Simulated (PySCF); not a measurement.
A side-by-side comparison of computed properties.

First species: C2H3Cl3.
SMILES: `CC(Cl)(Cl)Cl`

Second species: PH3.
SMILES: `P`

Levels: B3LYP/def2-SVPD for dipole moment, HOMO energy, LUMO energy, HOMO–LUMO gap, static isotropic polarisability and electronic spatial extent ⟨r²⟩ about the centre of nuclear charge; TDDFT B3LYP/def2-SVPD for lowest singlet excitation; TDA B3LYP/def2-SVPD for lowest triplet excitation (Tamm–Dancoff); ΔSCF B3LYP/def2-SVPD for vertical ionisation energy. Geometries: PBE0-D3(BJ)/def2-SVP. Each structure is a single optimised conformer of the isolated species, non-relativistic unless stated. Electronic properties by PySCF.

| property | column X | column Y |
| --- | --- | --- |
| dipole moment | 0.57 D | 1.82 D |
| HOMO energy | -7.63 eV | -8.52 eV |
| LUMO energy | 0.48 eV | -1.16 eV |
| HOMO–LUMO gap | 8.11 eV | 7.36 eV |
| lowest singlet excitation | 7.05 eV | 6.13 eV |
| lowest triplet excitation (Tamm–Dancoff) | 5.94 eV | 5.63 eV |
| static isotropic polarisability | 29.9 au | 68.5 au |
| vertical ionisation energy | 10.58 eV | 10.83 eV |
| electronic spatial extent ⟨r²⟩ about the centre of nuclear charge | 55 bohr² | 774 bohr² |

Which column belongs to which species?

Column X is the second species and column Y the first. The first has 8 atoms and 66 electrons, the second 4 and 18.

How does each property change from the first species to the second?

dipole moment -1.25 D; HOMO energy +0.89 eV; LUMO energy +1.64 eV; HOMO–LUMO gap +0.75 eV; lowest singlet excitation +0.92 eV; lowest triplet excitation (Tamm–Dancoff) +0.31 eV; static isotropic polarisability -38.6 au; vertical ionisation energy -0.25 eV; electronic spatial extent ⟨r²⟩ about the centre of nuclear charge -719 bohr².

On the first: The 10 singlets span 6.13 to 7.48 eV, and their oscillator strengths add up to 0.06. S1 lies 1.23 eV below the HOMO–LUMO gap; its leading configuration is HOMO→LUMO, weight 0.98.

On the second: The ΔSCF ionisation energy exceeds −ε(HOMO) by 2.95 eV with B3LYP. S1 lies 1.06 eV below the HOMO–LUMO gap; its leading configuration is HOMO→LUMO, weight 0.99.
